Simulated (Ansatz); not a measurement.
# BSiNH (doublet): the correlation ladder at a displaced geometry (v2), cc-pVDZ

How much of the correlation energy of BSiNH (doublet) does each wave-function method recover here?

Method: cc-pVDZ, core rule «outside noble gas», up to 7 orbitals frozen; program: Ansatz 0.2.0, Gaussian basis.

To be run: UHF; CCSD(T) on ROHF; CCSD(T) on UHF; BCCD(T) on ROHF; CISD; CCSDT(Q) on ROHF; CCSDT(Q) on UHF; CASSCF and MRCISD+Q, 9 electrons in 9 orbitals; CASSCF and NEVPT2, 9 electrons in 9 orbitals.

17 further runs of the same task are left out: 5 that didn't finish, 12 set aside as unsound or not needed.

### Step 1. What is computed

The geometry is a PBE0/def2-TZVP stationary point (not a proven minimum) with its atoms shifted at random (size 0.100 Å).

4 atoms, charge 0, spin multiplicity 2.

Atoms are counted from 1 here; the program's logs count them from 0.

Bond lengths: B1–N2 1.392 Å, B1–Si3 1.984 Å, N2–Si3 1.783 Å, N2–H4 0.962 Å. Angles: N2–B1–Si3 60.8°, B1–N2–Si3 76.2°, B1–N2–H4 135.6°, Si3–N2–H4 143.1°, B1–Si3–N2 43.0°.

### Step 2. UHF

Input file in.yaml:

```yaml
crystal:
  periodic: [false, false, false]
  atoms:
    - {symbol: B, position_ang: [0.088909, -0.885876, 0.904895]}
    - {symbol: N, position_ang: [-0.075965, 0.496634, 0.882334]}
    - {symbol: Si, position_ang: [0.000655, 0.049597, -0.842136]}
    - {symbol: H, position_ang: [0.083764, 1.218358, 1.498523]}
basis:
  gaussian: {orbitals: cc-pVDZ}
magnetization: {spin_polarized: true, initial_magnetization: 1}
hamiltonian: {xc: hf}
output: {orbitals: {seedname: orbitals}}
```

On the command line:

```sh
$ ansatz run in.yaml --threads 1 --pin off --events-out ev --progress --plain --max-ram 2393MiB
```

The runs that follow: CCSD(T) on ROHF; CCSD(T) on UHF; BCCD(T) on ROHF; CISD; CCSDT(Q) on ROHF; CCSDT(Q) on UHF; CASSCF and MRCISD+Q, 9 electrons in 9 orbitals; CASSCF and NEVPT2, 9 electrons in 9 orbitals.

Q: Predict the results of all the runs planned. Wanted: UCCSDT(Q) below the RHF energy; RMP2 from UCCSDT(Q); UMP2 from UCCSDT(Q); RCCSD from UCCSDT(Q); RCCSD(T) from UCCSDT(Q); UCCSD(T) from UCCSDT(Q); RCCSDT(Q) from UCCSDT(Q); MRCISD+Q frontier from UCCSDT(Q); T1 diagnostic.

**Answer**, as computed:

| quantity | value |
| --- | --- |
| UCCSDT(Q) below the RHF energy | -9.4465 eV |
| RMP2 from UCCSDT(Q) | +27.67 kcal/mol |
| UMP2 from UCCSDT(Q) | +27.72 kcal/mol |
| RCCSD from UCCSDT(Q) | +10.44 kcal/mol |
| RCCSD(T) from UCCSDT(Q) | +1.55 kcal/mol |
| UCCSD(T) from UCCSDT(Q) | +1.54 kcal/mol |
| RCCSDT(Q) from UCCSDT(Q) | +0.08 kcal/mol |
| MRCISD+Q frontier from UCCSDT(Q) | +3.28 kcal/mol |
| levels within 1 kcal/mol (43 meV) | RCCSDT, UCCSDT, RCCSDT(Q) |
| T1 diagnostic | 0.031 |

**Reading.** RCCSD(T) misses by +1.55 kcal/mol, 0.7 % of the correlation energy. These misses are within one basis, not against nature; the frozen cores of restricted and unrestricted runs differ, which can shift their rows.
